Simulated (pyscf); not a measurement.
**Routes from HO–Si(Cl)(Cl)–Cl (SMILES O[Si](Cl)(Cl)Cl) + HF (SMILES F)**

Candidate steps break at most two bonds and form at most two. Each was searched with GFN2-xTB (tblite) first. Single points on ωB97X-D3(BJ)/def2-SVP structures (PySCF, gas phase). Energies: ωB97M-D3(BJ)/def2-TZVP, kJ/mol, from the separated reactants, singlet surface; ΔG‡ with ideal gas, 1 atm, RRHO with modes under 100 cm⁻¹ raised to 100, one conformer, R ln 2 for chiral ones without a mode under 150 cm⁻¹.

```json
[
 {"products": "H₂O + F–Si(Cl)(Cl)–Cl", "type": "four-centre exchange", "ΔE‡": "79.7", "ΔE": "-32.7", "ΔG‡ 298 K": "123.4", "ΔG‡ 900 K": "220.3", "ν‡ (cm⁻¹)": "857i"},
 {"products": "HO–Si(F)(Cl)–Cl + HCl", "type": "four-centre exchange", "ΔE‡": "113.6", "ΔE": "-53.9", "ΔG‡ 298 K": "154.0", "ΔG‡ 900 K": "251.1", "ν‡ (cm⁻¹)": "649i"}
]
```

Row 1: On the reactant side the descent ends in a complex, 21.0 kJ/mol under the separated species and 101.7 kJ/mol under the saddle at ωB97X-D3(BJ)/def2-TZVP. Row 2: On the reactant side the descent ends in a complex, 26.7 kJ/mol under the separated species and 144.4 kJ/mol under the saddle at ωB97X-D3(BJ)/def2-TZVP. 

Plain bond fissions and candidates not yet searched are not listed, and one of them may be faster. Each barrier is that of the saddle found; lower ones may exist.
